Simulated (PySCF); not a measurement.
# Working with the constants of Li₂⁺

UHF-CCSD(T) constants of Li₂⁺, ²Σg⁺ (doublet), unpaired electrons σ ↑ (Li STO-3G; no relativity (PySCF 2.14); masses 7.0160 and 7.0160 u):

- ωe: 313.7 cm⁻¹
- ωexe: 1.33 cm⁻¹
- Be: 0.52284 cm⁻¹
- αe: 0.00347 cm⁻¹
- D (centrifugal): 5.81e-06 cm⁻¹
- De to Li⁺ + Li: 1.51 eV

Give the vibrational terms G(v) and spacings up to v = 6.

G(v) = ωe(v+½) − ωexe(v+½)².

```
v  G(v) (cm⁻¹)  G(v) − G(v−1)  Bv (cm⁻¹)
0          157                    0.5211
1          468            311     0.5176
2          776            308     0.5142
3         1082            306     0.5107
4         1385            303     0.5072
5         1685            300     0.5038
6         1983            298     0.5003
```

How well does the Morse estimate ωe²/(4ωexe) reproduce De, and what is D0?

It gives 2.29 eV, 152 % of the computed De. D0 = De − G(0) = 1.51 − 0.02 = 1.49 eV.

Correlated steps freeze no core orbitals. STO-3G is very small, so such numbers show the basis as much as the molecule. The state was picked by a PBE0 search and need not be the measured ground state.
